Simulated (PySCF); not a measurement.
Species: FH3Si.
Bonds: F1–Si2. Hydrogens: H3, H4, H5 on Si2.

Computed by this run: PBE0-D3(BJ)/def2-SVP geometry optimisation, gas phase (PySCF); density fitting, grid level 1; the optimiser is geomeTRIC in internal coordinates, started from a GFN2-xTB structure with every atom displaced at random (about 0.01 Å).

Step 0: E = -10633.6804 eV
```
atom  x, y, z in Å  |  force x, y, z in eV/Å
F1      1.5165   -0.0624   -0.2278    0.051   0.089  -0.094
Si2    -0.0966   -0.0016    0.0085    1.409  -0.010  -0.424
H3     -0.4887    1.3903   -0.1989   -0.402   0.465  -0.015
H4     -0.2461   -0.4535    1.3741   -0.521  -0.238   0.795
H5     -0.6515   -0.9068   -0.9937   -0.537  -0.306  -0.263
```

Q: Estimate the geometry and energy of step 1. (The exact step hangs on the optimiser's Hessian estimate; all steps are aligned on step 0, rigid shifts and turns removed.)

A: E = -10633.7644 eV, largest force 0.354 eV/Å
```
atom  x, y, z in Å  |  force x, y, z in eV/Å
F1      1.5785   -0.0361   -0.2649    0.109  -0.065   0.050
Si2    -0.0198   -0.0128    0.0030   -0.314   0.146  -0.073
H3     -0.5056    1.3837   -0.1905    0.032  -0.015   0.015
H4     -0.3248   -0.4590    1.3907    0.114  -0.029   0.010
H5     -0.6947   -0.9097   -0.9762    0.059  -0.038  -0.002
```

The energy changes by -0.0841 eV. The first-order estimate −F·Δx gives -0.1982 eV and the mean of the old and new forces, exact on a quadratic surface, -0.0823 eV. The step makes an angle of 47° with the force vector and moves no atom by more than 0.081 Å.

What follows is the cost of the whole optimisation. The run took 4.1 s on Arm Neoverse N1, one thread, on a shared host, and the process peaked at 0.27 GiB of memory.
